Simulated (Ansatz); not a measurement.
Cost and result for the atomization energy of `[SiH3][SiH2]Cl` (8 atoms, 7 bonds).

Cartesian coordinates in Å:
```
Si 0.7033 -0.7549 0.6230
Si -0.5391 0.7948 -0.6101
Cl -2.5059 0.1698 -0.6679
H 2.1261 -0.3223 0.6798
H 0.6217 -2.0883 -0.0275
H 0.1617 -0.8428 2.0039
H -0.5113 2.1440 0.0092
H -0.0564 0.8997 -2.0103
```

Charge 0, multiplicity 1. Geometry: relaxed with PBE0-D4/def2-TZVP. Program: Ansatz. All runs use 2 threads of a server CPU on a shared host. Times are those of one run each, without the atoms' runs, and a repeat can differ threefold. Electronic energies, without spin–orbit coupling; frozen cores. CCSD(T)/CBS adds CCSD(T) − MP2 in def2-TZVPP to the MP2 limit, and its time is that of the two runs behind it. T1 = 0.011. HSE06 is the plane-wave form, built on full-range PBE exchange.

CCSD(T)/CBS is a level of theory with its own doubt, some kJ/mol a heavy atom from the limit and from the frozen cores, so smaller differences don't rank the functionals.

```tsv
level	functions	wall time	atomization (kcal/mol)	difference from CCSD(T)/CBS	per bond
CCSD(T)/def2-SVP	79	1.2 s	509.2	-42.1	-6.0
BLYP-D4/def2-TZVPP	196	2 s	539.8	-11.5	-1.6
PBE-D4/def2-TZVPP (with forces)	196	2.4 s	542.2	-9.1	-1.3
PBE0-D4/def2-TZVPP	196	2.5 s	542.7	-8.6	-1.2
BHLYP-D4/def2-TZVPP	196	2.5 s	544.2	-7.1	-1.0
CAM-B3LYP-D4/def2-TZVPP	196	2.9 s	549.0	-2.3	-0.3
HSE06-D4/def2-TZVPP	196	3 s	542.8	-8.5	-1.2
r2SCAN-D4/def2-TZVPP (with forces)	196	3.9 s	550.0	-1.3	-0.2
PBE-QIDH/def2-TZVPP	196	4.5 s	542.9	-8.4	-1.2
B97M-V/def2-TZVPP	196	7.5 s	555.2	3.9	0.6
MP2/def2-QZVPP	360	12 s	541.7	-9.6	-1.4
CCSD(T)/def2-TZVPP	196	23 s	536.1	-15.2	-2.2
CCSD(T)/CBS(def2)	–	35 s	551.3	0.0	0.0
```

The D4 term adds +6.7 kcal/mol with B3LYP and +3.5 kcal/mol with PBE0; it sums over pairs of atoms, weighted by their polarisabilities, and B3LYP, whose exchange is more repulsive, gets the larger term. From r2SCAN to r2SCAN0 (25 % exact exchange), in def2-TZVPP and without D4, the atomization energy moves by −3.2 kcal/mol: exact exchange takes away binding that semilocal exchange gives to molecules. At CCSD(T), def2-SVP lies −42.1 kcal/mol from the extrapolated value and def2-TZVPP −15.2 kcal/mol: correlation converges slowly with the basis, and small sets miss more of it in the bonded molecule than in its fragments.

B3LYP here is the variant with VWN-RPA as its local correlation; programs differ in this.
